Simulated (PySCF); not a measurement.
Fractional electron number in Ne (neon, neutral)

The 2p beta orbital of [Ne] is emptied in steps (occupation f), with all orbitals relaxed, ending at [He] 2s2 2p5. All numbers are calculated (PySCF 2.14, the non-relativistic Hamiltonian (point nucleus), in aug-cc-pVTZ (5s4p3d2f, 46 functions)). The exact energy is a straight line in f; departures are measured from the line between the end points of the same method.

| f | UHF (eV) | LDA (eV) | PBE (eV) | PBE0 (eV) | r2SCAN (eV) | LC-wPBE (eV) | BHandHLYP (eV) | wB97X (eV) | M06-2X (eV) | MN15 (eV) |
| --- | --- | --- | --- | --- | --- | --- | --- | --- | --- | --- |
| 1 | 0.000 | 0.000 | 0.000 | 0.000 | 0.000 | 0.000 | 0.000 | 0.000 | 0.000 | 0.000 |
| 0.8 | 0.529 | -1.396 | -1.341 | -0.880 | -1.197 | -0.485 | -0.422 | -0.476 | -0.471 | -0.739 |
| 0.6 | 0.759 | -2.113 | -2.021 | -1.325 | -1.783 | -0.731 | -0.646 | -0.718 | -0.723 | -1.110 |
| 0.4 | 0.728 | -2.128 | -2.025 | -1.328 | -1.766 | -0.731 | -0.657 | -0.716 | -0.713 | -1.108 |
| 0.2 | 0.466 | -1.427 | -1.350 | -0.884 | -1.167 | -0.483 | -0.445 | -0.471 | -0.450 | -0.733 |
| 0 | 0.000 | 0.000 | 0.000 | 0.000 | 0.000 | 0.000 | 0.000 | 0.000 | 0.000 | 0.000 |

```json
{"method": "UHF", "E(f=0) − E(f=1) (eV)": "19.693", "−ε at f=1 (eV)": "23.163", "−ε at f=0.4 (eV)": "18.936"}
{"method": "LDA", "E(f=0) − E(f=1) (eV)": "22.212", "−ε at f=1 (eV)": "13.575", "−ε at f=0.4 (eV)": "23.916"}
{"method": "PBE", "E(f=0) − E(f=1) (eV)": "21.679", "−ε at f=1 (eV)": "13.359", "−ε at f=0.4 (eV)": "23.357"}
{"method": "PBE0", "E(f=0) − E(f=1) (eV)": "21.473", "−ε at f=1 (eV)": "16.012", "−ε at f=0.4 (eV)": "22.578"}
{"method": "r2SCAN", "E(f=0) − E(f=1) (eV)": "21.512", "−ε at f=1 (eV)": "14.005", "−ε at f=0.4 (eV)": "23.073"}
{"method": "LC-wPBE", "E(f=0) − E(f=1) (eV)": "21.784", "−ε at f=1 (eV)": "18.789", "−ε at f=0.4 (eV)": "22.410"}
{"method": "BHandHLYP", "E(f=0) − E(f=1) (eV)": "21.293", "−ε at f=1 (eV)": "18.718", "−ε at f=0.4 (eV)": "21.786"}
{"method": "wB97X", "E(f=0) − E(f=1) (eV)": "21.476", "−ε at f=1 (eV)": "18.533", "−ε at f=0.4 (eV)": "22.101"}
{"method": "M06-2X", "E(f=0) − E(f=1) (eV)": "21.606", "−ε at f=1 (eV)": "18.781", "−ε at f=0.4 (eV)": "22.333"}
{"method": "MN15", "E(f=0) − E(f=1) (eV)": "21.728", "−ε at f=1 (eV)": "17.126", "−ε at f=0.4 (eV)": "22.677"}
```

Orbital energy along the path (eV):

| f | UHF | LDA | PBE | PBE0 | r2SCAN | LC-wPBE | BHandHLYP | wB97X | M06-2X | MN15 |
| --- | --- | --- | --- | --- | --- | --- | --- | --- | --- | --- |
| 1 | -23.163 | -13.575 | -13.359 | -16.012 | -14.005 | -18.789 | -18.718 | -18.533 | -18.781 | -17.126 |
| 0.8 | -21.557 | -16.911 | -16.612 | -18.150 | -17.055 | -19.944 | -19.666 | -19.671 | -19.756 | -18.945 |
| 0.6 | -20.161 | -20.366 | -19.958 | -20.348 | -20.104 | -21.164 | -20.695 | -20.873 | -20.976 | -20.805 |
| 0.4 | -18.936 | -23.916 | -23.357 | -22.578 | -23.073 | -22.410 | -21.786 | -22.101 | -22.333 | -22.677 |
| 0.2 | -17.853 | -27.529 | -26.755 | -24.801 | -25.924 | -23.628 | -22.928 | -23.287 | -23.435 | -24.520 |
| 0 | -16.891 | -31.166 | -30.079 | -26.971 | -28.767 | -24.750 | -24.120 | -24.340 | -24.284 | -26.214 |

Reference removal energy between the ground levels: 21.565 eV (measured; NIST Atomic Spectra Database, ionization energies). The calculation has no spin-orbit coupling. UHF lacks correlation.
